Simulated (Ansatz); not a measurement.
# How far each method lies from full CI for CH₂⁺, quartet

Geometry: that of the CH2, triplet, kept fixed. The doublet lies 5.2 eV lower here.

```yaml
atoms:
  - { symbol: C, position_ang: [0.0000, -0.0596, 0.0000] }
  - { symbol: H, position_ang: [0.0000, 0.3549, -0.9962] }
  - { symbol: H, position_ang: [0.0000, 0.3549, 0.9962] }
```

Basis cc-pVDZ; Ansatz 0.2.0. Only valence electrons are correlated (noble-gas cores frozen), which leaves 5 electrons in 23 orbitals. Prefix R: restricted or restricted open-shell reference; prefix U: unrestricted. Active spaces: valence = (5e, 6o) chosen from the atoms' valence shells.

Full CI is exact within this basis and frozen core; it isn't the basis-set limit. The frozen core follows each run's orbitals, which can shift R against U totals by a few meV.

For open shells CISD and CISDTQ are restricted-active-space CI with the open shells as a complete middle space.

The UHF ⟨S²⟩ is 3.753 and the T1 diagnostic (RCCSD) is 0.0123. The largest doubles amplitude (RCCSD) is 0.068. The T1 diagnostic (UCCSD) is 0.0105.

```tsv
level	E − E(full CI) (kJ/mol)	share of correlation (%)	wall time
RHF	242.6	0.00	–
UHF	237.6	2.05	–
RMP2	53.7	77.88	–
UMP2	54.5	77.52	–
CISD	5.2	97.85	0.45 s
RCCSD	5.2	97.84	–
UCCSD	5.0	97.94	–
RCCSD(T)	1.1	99.56	0.27 s
UCCSD(T)	0.9	99.63	0.24 s
BCCD(T)	1.1	99.57	0.36 s
RCCSDT	0.1	99.97	–
UCCSDT	-0.1	100.02	–
CISDTQ	0.0	99.99	1.3 s
RCCSDT(Q)	-0.1	100.02	1.7 s
UCCSDT(Q)	-0.2	100.08	1.6 s
RCCSDTQ	-0.1	100.03	6 s
UCCSDTQ	-0.2	100.09	6 s
CASSCF (valence space)	154.4	36.37	–
NEVPT2 (valence space)	36.0	85.17	0.18 s
MRCISD (valence space)	3.8	98.44	–
MRCISD+Q (valence space)	-0.1	100.02	0.51 s
```

The correlation energy at full CI, counted from RHF, is -2.514 eV. That run took 1.1 s on 1 thread of Arm Neoverse V1, shared host over 50,950 determinants.

Times hold each run's SCF and search for its determinant on a shared host, so for small cases they say little of a method's own cost; they ran on 1 thread of Arm Neoverse V1.

The full-CI state has the irrep A2 of C2v, in the program's axes.

Natural occupations of full CI about the gap: 1.952 1.001 0.991 0.988 0.020 0.012 0.007 0.006 0.005 0.004; effectively unpaired electrons, Σ n²(2−n)², 3.01.
